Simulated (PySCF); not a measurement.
Fluorine: a sound run and one with changed settings

Sound run: F [He] 2s2 2p5, F⁺ [He] 2s2 2p4. Computed with PySCF 2.14 in def2-TZVP, with the non-relativistic Hamiltonian (point nucleus). The sound run starts from symmetry-adapted Hartree-Fock orbitals and uses a fine grid where one is needed.

Changed run: radial step 0.3 in ln r (0.13 in the sound run). This setting is unsound on purpose.

```json
{"species": "F", "method": "UHF", "sound run (hartree)": "-99.41180", "changed run (hartree)": "-99.41180", "converged": "yes"}
{"species": "F", "method": "TPSS", "sound run (hartree)": "-99.77313", "changed run (hartree)": "-99.77292", "converged": "yes"}
{"species": "F", "method": "r2SCAN", "sound run (hartree)": "-99.72760", "changed run (hartree)": "-99.72699", "converged": "yes"}
{"species": "F⁺", "method": "UHF", "sound run (hartree)": "-98.83647", "changed run (hartree)": "-98.83647", "converged": "yes"}
{"species": "F⁺", "method": "TPSS", "sound run (hartree)": "-99.13388", "changed run (hartree)": "-99.13398", "converged": "yes"}
{"species": "F⁺", "method": "r2SCAN", "sound run (hartree)": "-99.08387", "changed run (hartree)": "-99.08416", "converged": "yes"}
```

Ionisation energy of F:

```csv
method,sound run (eV),changed run (eV)
UHF,15.655,15.655
TPSS,17.395,17.386
r2SCAN,17.517,17.492
```

A coarse radial grid mis-integrates the density and the exchange-correlation energy, with errors of either sign; Hartree-Fock needs no grid.

For comparison, NIST gives 17.423 eV between the lowest levels.
